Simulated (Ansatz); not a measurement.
Results of PBE+SOC in Ansatz (plane waves, PAW) for wurtzite MgTe.

Settings: plane-wave cutoff 520 eV, 12×12×6 k mesh (along the axes of the cell as run), Fermi–Dirac smearing 0.01 eV, PAW data made under PBE.

Shape and atoms are relaxed at each volume.

The direct gap at Γ against volume; x = 100 ln(V/34.506 Å³). One gap is withheld.

```csv
V (Å³/atom),x,gap (eV)
33.126,-4.08,2.291
33.816,-2.02,2.198
34.506,0.00,2.109
35.196,1.98,2.023
35.886,3.92,?
```

### Question
Fit a straight line to the rows shown, give the volume deformation potential and predict the withheld gap.

### Answer
Means of the 4 rows: x̄ = -1.030, ȳ = 2.1553 eV. Σ(x − x̄)(y − ȳ) = -0.9021 and Σ(x − x̄)² = 20.404, so the slope is -0.0442 eV per unit of x, and dE_g/d ln V = -4.4 eV. At x = 3.92: 2.1553 + (-0.0442) × (3.92 − (-1.030)) = 1.937 eV. The run gives 1.940 eV, 0.003 eV above the line.

Ansatz is a quantum-chemistry and plane-wave program.
